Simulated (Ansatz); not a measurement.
AlGa, singlet: the ladder up to full CI

Geometry: a point of a stretch scan, not a stationary point.

```xyz
2

Al    0.0000    0.0000    0.0000
Ga    0.0000    0.0000    8.1060
```

Basis cc-pVDZ; Ansatz 0.2.0. Correlated methods freeze the noble-gas cores and the filled d shells of p-block atoms, which leaves 6 electrons in 26 orbitals. Prefix R: restricted or restricted open-shell reference; prefix U: unrestricted. Active spaces: pair = (2e, 2o) about the gap; valence = (6e, 8o) chosen from the atoms' valence shells. No spin–orbit coupling is included, and no scalar relativity.

Full CI is exact within this basis and frozen core; it isn't the basis-set limit. The frozen core follows each run's orbitals, which can shift R against U totals by a few meV for light atoms and by up to 0.1 eV past Ca.

The UHF ⟨S²⟩ is 1.024, the T1 diagnostic (RCCSD) is 0.0384 and the largest doubles amplitude (RCCSD) is 0.849.

```csv
level,E − E(full CI) (meV),wall time
RHF†,5464,–
RMP2†,1477,–
CISD†,1202,1.2 s
RCCSD*†,501,–
RCCSD(T)*†,-137,8.5 s
BCCD(T)*†,-132,8.5 s
RCCSDT*†,19,–
RCCSDT(Q)*†,7,13 s
RCCSDTQ*†,7,30 s
CASSCF (valence space)†,1410,–
NEVPT2 (valence space)†,442,5.5 s
MRCISD (valence space)†,72,–
MRCISD+Q (valence space)†,-9,6 s
```

An asterisk marks runs whose energy the program itself flagged as in doubt. A dagger marks rows that describe another state than the reference (another or a broken symmetry, a higher spin or other natural occupations), so the difference isn't the method's error.

Run but not shown, since their state or frozen core can't be matched to the reference's or they repeat it: UHF, UMP2, UCCSD, UCCSD(T), UCCSDT, UCCSDT(Q), CASSCF (pair space), NEVPT2 (pair space), MRCISD (pair space), MRCISD+Q (pair space).

Times hold each run's SCF and search for its determinant on a shared host, so for small cases they say little of a method's own cost; they ran on 1 thread of Arm Neoverse V2.

The restricted determinant belongs to another symmetry than the lowest state (B2); the lowest full-CI state of the determinant's symmetry (A1) lies 0.005 eV higher, and methods that keep that symmetry describe that state.

The full-CI state has the irrep B2 of C2v, in the program's axes (one component, if the state is degenerate).

Natural occupations of full CI about the gap: 1.905 1.886 0.596 0.596 0.425 0.423 0.045 0.037 0.010 0.010; effectively unpaired electrons, Σ n²(2−n)², 2.39. No single determinant describes this state well, so single-reference rows can miss without a flag.
